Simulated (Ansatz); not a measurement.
**Other spins and charges of H2Al–CH3, singlet at one geometry**

Geometry (PBE0/def2-TZVP stationary point for this spin, not checked as a minimum):

```xyz
7

Al    0.0000    0.0002    0.6566
C     0.0000   -0.0066   -1.2942
H     0.0000    1.3841    1.4409
H     0.0000   -1.3526    1.4928
H     0.0000   -1.0105   -1.7238
H    -0.8749    0.5268   -1.6821
H     0.8749    0.5268   -1.6821
```

Basis cc-pVDZ; Ansatz 0.2.0. Correlated methods freeze the noble-gas cores. Prefix R: restricted or restricted open-shell reference; prefix U: unrestricted.

Gaps are energies of the second state less the first, at fixed atoms, for a selection of the levels run; each method lands on the state that its own search finds for that charge and spin.

Problem. PBE gives 4.571 eV for triplet less singlet. Estimate what UCCSDT(Q) gives in cc-pVDZ.

Solution. UCCSDT(Q) in cc-pVDZ gives 5.207 eV, so against it PBE is off by -0.636 eV.

```tsv
level	gap (eV)	error (meV)
RHF	5.143	-64
UHF	5.041	-166
CISD	5.336	129
UCCSD(T)	5.235	28
BCCD(T)	5.231	24
RCCSDT(Q)	5.210	3
PBE0	4.892	-315
B3LYP	4.959	-248
wB97M-V	5.352	145
```

Removing an electron, to the doublet: 10.401 eV at UCCSDT(Q).

| level | gap (eV) | error (meV) |
| --- | --- | --- |
| RHF | 9.763 | -638 |
| UHF | 9.657 | -744 |
| RMP2 | 10.552 | 151 |
| UMP2 | 10.536 | 135 |
| CISD | 10.351 | -50 |
| RCCSD | 10.397 | -4 |
| UCCSD | 10.395 | -6 |
| RCCSD(T) | 10.410 | 9 |
| UCCSD(T) | 10.410 | 9 |
| BCCD(T) | 10.409 | 8 |
| RCCSDT | 10.399 | -2 |
| UCCSDT | 10.399 | -2 |
| RCCSDT(Q) | 10.402 | 1 |
| PBE | 10.129 | -272 |
| r2SCAN | 10.228 | -173 |
| PBE0 | 10.339 | -62 |
| B3LYP | 10.344 | -57 |
| wB97M-V | 10.504 | 103 |
| B2PLYP | 10.393 | -8 |

In so small a basis the reference is far from its limit while semilocal and hybrid functionals are nearer theirs (RPA and double hybrids share much of the reference's basis error), so the functionals' errors here hold much of the reference's basis and frozen-core error, which can add to them or hide them.

Full CI isn't at hand for all of this; UCCSDT(Q) serves as the reference, and is uncertain by about the last step of the cluster series. The frozen core follows each run's orbitals, which can shift R against U totals by a few meV.
